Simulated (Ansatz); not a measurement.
```yaml
crystal:
  periodic: [false, false, false]
  atoms:
    - {symbol: Ge, position_ang: [-0.637406, -0.506593, -0.007361]}
    - {symbol: Si, position_ang: [0.883150, 1.320180, 0.018075]}
    - {symbol: N, position_ang: [1.435292, -0.213555, -0.000678]}
    - {symbol: H, position_ang: [1.382788, 2.690861, 0.036249]}
basis:
  gaussian: {orbitals: def2-TZVP}
magnetization: {spin_polarized: true, initial_magnetization: 2}
hamiltonian: {xc: pbe0}
relax: {f_tol: 0.004, max_steps: 80}
```

```sh
$ ansatz run in.yaml --threads 1 --pin off --events-out ev --progress --plain --max-ram 2176MiB
```

Steps of the relaxation (energy above the last step; positions in Å, forces in eV/Å):

```
4
step 1, 1382.6 meV
Ge   -0.637   -0.507   -0.007    0.538   -0.016    0.001
Si    0.883    1.320    0.018   -0.440   -0.705   -0.010
N     1.435   -0.214   -0.001   -0.520    0.212    0.002
H     1.383    2.691    0.036    0.423    0.509    0.007
```

```
4
step 2, 1340.3 meV
Ge   -0.621   -0.535   -0.008    0.380   -0.067    0.000
Si    0.857    1.328    0.018   -0.240   -0.122   -0.002
N     1.410   -0.203   -0.001   -0.380    0.086    0.001
H     1.417    2.700    0.036    0.240    0.103    0.002
```

```
4
step 3, 1289.0 meV
Ge   -0.554   -0.635   -0.009   -0.437   -0.334   -0.005
Si    0.764    1.380    0.019    0.231    0.682    0.009
N     1.317   -0.146    0.000    0.348    0.029    0.001
H     1.537    2.692    0.036   -0.141   -0.377   -0.005
```

```
4
step 4, 1260.7 meV
Ge   -0.564   -0.674   -0.009   -0.219   -0.373   -0.005
Si    0.752    1.403    0.019    0.409    0.250    0.004
N     1.314   -0.120    0.000   -0.105    0.335    0.004
H     1.562    2.682    0.036   -0.084   -0.212   -0.003
```

```
4
step 5, 1130.5 meV
Ge   -0.595   -0.867   -0.012    1.784    0.049    0.003
Si    0.722    1.508    0.020   -0.163    0.801    0.010
N     1.258   -0.019    0.002   -2.114   -1.046   -0.016
H     1.679    2.669    0.036    0.492    0.195    0.003
```

```
4
step 11, 51.4 meV
Ge   -0.247   -1.313   -0.017    0.372    0.374    0.005
Si    0.693    1.846    0.025   -0.055   -0.244   -0.003
N     0.606    0.198    0.003   -0.409   -0.061   -0.001
H     2.011    2.559    0.035    0.092   -0.068   -0.001
```

```
4
step 14, 0.6 meV
Ge   -0.079   -1.347   -0.017   -0.012   -0.047   -0.001
Si    0.667    1.909    0.025   -0.020    0.162    0.002
N     0.403    0.295    0.004    0.007   -0.099   -0.001
H     2.073    2.433    0.034    0.024   -0.016    0.000
```

```
4
step 15, 0.0 meV
Ge   -0.073   -1.347   -0.017   -0.001   -0.002    0.000
Si    0.663    1.917    0.025    0.002    0.000    0.000
N     0.399    0.297    0.004    0.001    0.002    0.000
H     2.075    2.425    0.034   -0.001    0.001    0.000
```

Close pairs at the end: Si2–H4 1.501 Å, Si2–N3 1.641 Å, Ge1–N3 1.711 Å.

A stationary point of unrestricted PBE0 after 15 steps, with ⟨S²⟩ = 2.032 against 2.00 for a pure state; no frequencies were run, so it isn't proven a minimum. 2.8 min on 1 thread of Arm Neoverse V2, shared host.
